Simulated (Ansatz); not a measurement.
A nudged elastic band was laid between two geometries of CH8BN (11 atoms, charge 0, multiplicity 1).

These are results of RKS BLYP/6-31G* (Ansatz), not measurements.

```yaml
movable_images: 9
climbing_image: yes
spring: 5.0 eV/Å²
optimiser: quadratic models (default)
start_path: through a guess of the saddle point
force_threshold: 0.05 eV/Å
iteration_limit: 60
end_points: relaxed
```

First end point:

```xyz
11
Properties=species:S:1:pos:R:3
B -0.087 -0.292 0.420
C 0.081 0.377 1.887
H -0.795 0.232 2.553
H 0.973 0.027 2.446
H 0.202 1.472 1.782
H 0.902 -0.226 -0.295
H -1.116 0.004 -0.168
N -0.262 -1.963 0.659
H -0.395 -2.455 -0.235
H 0.567 -2.367 1.118
H -1.075 -2.174 1.256
```

Last end point:

```xyz
11
Properties=species:S:1:pos:R:3
B 0.018 -1.226 -1.232
C -0.100 0.487 3.098
H -0.803 0.024 3.807
H 0.913 0.479 3.530
H -0.406 1.527 2.907
H 1.144 -1.027 -1.605
H -0.937 -0.749 -1.785
N -0.188 -2.047 -0.114
H -1.111 -2.268 0.259
H 0.568 -2.492 0.405
H -0.102 -0.074 2.152
```

Q: What changes between the two ends?

A: Bonds broken: B1–C2, N8–H11. Bonds formed: C2–H11. CH8BN becomes BH4N + CH4.

Q: Give the energies along the band, and the barrier.

A: The forces met the threshold. The highest image is number 3 of 0 to 10, 1.77 eV above the first end and 2.47 eV above the last; the last end lies 0.70 eV below the first. Neighbouring images differ by up to 1.6 eV, so the band resolves the path poorly. A vibrational analysis at the climbing image gives one clearly imaginary mode, 1434i cm⁻¹: a first-order saddle point. The orbitals stay closed-shell, which can raise the energy where a bond breaks towards radicals; this wasn't checked here.

```
image  path coordinate (Å)  energy (eV)  B1–C2 (Å)  N8–H11 (Å)  C2–H11 (Å)
    0                 0.00         0.00       1.62        1.03        2.87
    1                 0.83         0.05       1.62        1.03        2.64
    2                 1.65         0.30       1.64        1.03        2.15
    3                 2.48         1.77       1.88        1.35        1.39
    4                 3.19         0.21       2.42        1.95        1.11
    5                 3.91        -0.46       2.92        2.39        1.10
    6                 4.63        -0.63       3.36        2.77        1.10
    7                 5.35        -0.68       3.81        3.05        1.10
    8                 6.06        -0.69       4.17        3.10        1.10
    9                 6.78        -0.70       4.45        3.06        1.10
   10                 7.50        -0.70       4.66        3.01        1.10
```

Q: What is the geometry of the highest image?

A: 
```xyz
11
Properties=species:S:1:pos:R:3
B -0.049 -0.478 0.247
C -0.077 0.185 2.003
H -1.005 0.152 2.601
H 0.797 0.048 2.665
H -0.005 1.203 1.589
H 1.029 -0.146 -0.179
H -1.043 -0.024 -0.260
N -0.155 -2.041 0.553
H -1.019 -2.517 0.290
H 0.667 -2.616 0.365
H -0.142 -1.130 1.548
```

Run time: 2.5 min on 1 thread of AMD EPYC 9R45 96-Core Processor (Zen 5), with other jobs on the host, peak memory 0.14 GiB.
